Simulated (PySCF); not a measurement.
Atomic charges by several schemes

Species: 2-methylpentane, C6H14.
Z-matrix (Å and degrees, PBE0-D3(BJ)/def2-TZVP geometry), rows numbered from 1:
```
C 
C   1  1.5191
C   2  1.5202  1  112.61
C   3  1.5260  2  115.21  1  -175.93
C   4  1.5217  3  110.44  2   172.66
C   4  1.5224  3  112.31  2   -63.58
H   1  1.0936  2  111.06  3   -60.29
H   1  1.0924  2  111.65  3   179.51
H   1  1.0935  2  111.09  3    59.21
H   2  1.0966  1  109.61  3  -121.61
H   2  1.0944  1  109.24  3   122.53
H   3  1.0986  2  109.36  1    61.13
H   3  1.0971  2  108.58  1   -53.95
H   4  1.0986  3  107.54  2    55.07
H   5  1.0930  4  111.38  3  -178.00
H   5  1.0930  4  111.40  3   -57.38
H   5  1.0948  4  110.62  3    62.36
H   6  1.0916  4  112.17  3    60.11
H   6  1.0929  4  110.96  3  -179.52
H   6  1.0951  4  110.51  3   -60.23
```

Density: PBE0/pcSseg-2 (PySCF); schemes: Mulliken, IAO, Hirshfeld and ESP-fitted. One conformer (not necessarily the lowest) at the PBE0-D3(BJ)/def2-TZVP geometry, without solvent, vibrations or thermal averaging.

Task: For which atoms does the sign change between the 4 schemes (beyond +0.03 e in one, beyond −0.03 e in another)?

Result: C2, C4 and H10.

Task: Which atoms carry the lowest charge in the Mulliken, IAO, Hirshfeld and ESP-fitted schemes?

Result: The schemes don't all agree: Mulliken C3 (-0.068); IAO C6 (-0.427); Hirshfeld C5 and C6 (-0.126); ESP-fitted C5 (-0.607).

Task: At which atom do the 4 schemes differ most?

Result: At C5: from -0.607 (ESP-fitted) to -0.049 e (Mulliken), 0.558 e apart.

Task: What partial charge does each atom carry?

Result: In e:

```json
{"atom": "C1", "environment": "methyl carbon", "Mulliken": "-0.050", "IAO": "-0.425", "Hirshfeld": "-0.125", "ESP-fitted": "-0.424"}
{"atom": "C2", "environment": "chain CH2 carbon", "Mulliken": "-0.019", "IAO": "-0.251", "Hirshfeld": "-0.074", "ESP-fitted": "+0.247"}
{"atom": "C3", "environment": "chain CH2 carbon", "Mulliken": "-0.068", "IAO": "-0.253", "Hirshfeld": "-0.075", "ESP-fitted": "-0.311"}
{"atom": "C4", "environment": "sp3 CH carbon", "Mulliken": "-0.034", "IAO": "-0.088", "Hirshfeld": "-0.026", "ESP-fitted": "+0.469"}
{"atom": "C5", "environment": "methyl carbon", "Mulliken": "-0.049", "IAO": "-0.426", "Hirshfeld": "-0.126", "ESP-fitted": "-0.607"}
{"atom": "C6", "environment": "methyl carbon", "Mulliken": "-0.061", "IAO": "-0.427", "Hirshfeld": "-0.126", "ESP-fitted": "-0.567"}
{"atom": "H7", "environment": "methyl hydrogen", "Mulliken": "+0.019", "IAO": "+0.138", "Hirshfeld": "+0.040", "ESP-fitted": "+0.097"}
{"atom": "H8", "environment": "methyl hydrogen", "Mulliken": "+0.035", "IAO": "+0.143", "Hirshfeld": "+0.042", "ESP-fitted": "+0.096"}
{"atom": "H9", "environment": "methyl hydrogen", "Mulliken": "+0.019", "IAO": "+0.137", "Hirshfeld": "+0.040", "ESP-fitted": "+0.104"}
{"atom": "H10", "environment": "methylene hydrogen", "Mulliken": "+0.015", "IAO": "+0.128", "Hirshfeld": "+0.038", "ESP-fitted": "-0.033"}
{"atom": "H11", "environment": "methylene hydrogen", "Mulliken": "+0.010", "IAO": "+0.129", "Hirshfeld": "+0.038", "ESP-fitted": "-0.005"}
{"atom": "H12", "environment": "methylene hydrogen", "Mulliken": "+0.008", "IAO": "+0.122", "Hirshfeld": "+0.037", "ESP-fitted": "+0.079"}
{"atom": "H13", "environment": "methylene hydrogen", "Mulliken": "+0.017", "IAO": "+0.125", "Hirshfeld": "+0.037", "ESP-fitted": "+0.071"}
{"atom": "H14", "environment": "methine hydrogen", "Mulliken": "+0.006", "IAO": "+0.123", "Hirshfeld": "+0.038", "ESP-fitted": "-0.024"}
{"atom": "H15", "environment": "methyl hydrogen", "Mulliken": "+0.030", "IAO": "+0.139", "Hirshfeld": "+0.041", "ESP-fitted": "+0.148"}
{"atom": "H16", "environment": "methyl hydrogen", "Mulliken": "+0.028", "IAO": "+0.138", "Hirshfeld": "+0.040", "ESP-fitted": "+0.132"}
{"atom": "H17", "environment": "methyl hydrogen", "Mulliken": "+0.018", "IAO": "+0.135", "Hirshfeld": "+0.039", "ESP-fitted": "+0.140"}
{"atom": "H18", "environment": "methyl hydrogen", "Mulliken": "+0.028", "IAO": "+0.138", "Hirshfeld": "+0.040", "ESP-fitted": "+0.108"}
{"atom": "H19", "environment": "methyl hydrogen", "Mulliken": "+0.027", "IAO": "+0.140", "Hirshfeld": "+0.041", "ESP-fitted": "+0.136"}
{"atom": "H20", "environment": "methyl hydrogen", "Mulliken": "+0.021", "IAO": "+0.134", "Hirshfeld": "+0.040", "ESP-fitted": "+0.145"}
```

Mean size of the charges over all atoms: ESP-fitted 0.197 e, IAO 0.187 e, Hirshfeld 0.055 e, Mulliken 0.028 e. Each set sums to the total charge, 0, to within 0.001 e. The ESP scheme fits charges at the nuclei, held to the total charge, to the electrostatic potential on points at 1.4 to 2.0 times the van der Waals radii.

Task: Sum the charges by element.

Result: 
| element | atoms | Mulliken | IAO | Hirshfeld | ESP-fitted |
| --- | --- | --- | --- | --- | --- |
| C | 6 | -0.281 | -1.870 | -0.551 | -1.192 |
| H | 14 | +0.281 | +1.870 | +0.551 | +1.193 |

Task: How many electrons does the Hirshfeld scheme count on C3?

Result: Z − q = 6 − (-0.075) = 6.075.

The run behind these numbers computed NMR shieldings as well. Hardware: Intel Xeon at 2.50 GHz, 2 threads (shared host). Cost: 3.0 min wall, 5.4 min CPU, 2.8 GiB resident at most.
